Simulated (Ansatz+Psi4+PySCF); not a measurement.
doublet C₂H₂(+): levels of theory in one basis

| atom | x (Å) | y (Å) | z (Å) |
| --- | --- | --- | --- |
| C | 0.0259 | 0.0118 | 0.5987 |
| C | -0.0212 | 0.0182 | -0.5972 |
| H | 0.0104 | 0.0083 | -1.7009 |
| H | -0.0268 | -0.0084 | 1.6846 |

Basis set: cc-pVTZ (spherical functions). Left uncorrelated: 2 orbitals. Correlation on ROHF uses semicanonical orbitals with singles. Charge 1, multiplicity 2.

Computed with Ansatz (development build ahead of 0.2.0) and PySCF 2.14.0; each method stands on the lowest determinant of its kind that the runs found.

| method | E − E(ROHF) (eV) | <S²> of the determinant |
| --- | --- | --- |
| ROHF | 0.00 | 0.75 |
| UHF | -0.08 | 0.76 |
| ROHF-MP2 | -6.71 | – |
| UHF-MP2 | -6.71 | 0.76 |
| UHF-CCSD | -7.36 | 0.76 |

What does UHF-CCSD(T) give on the same scale?

-7.65 eV.

Caution for ROHF-MP2, UHF-MP2: MP2 on this radical cation hangs on the determinant chosen.
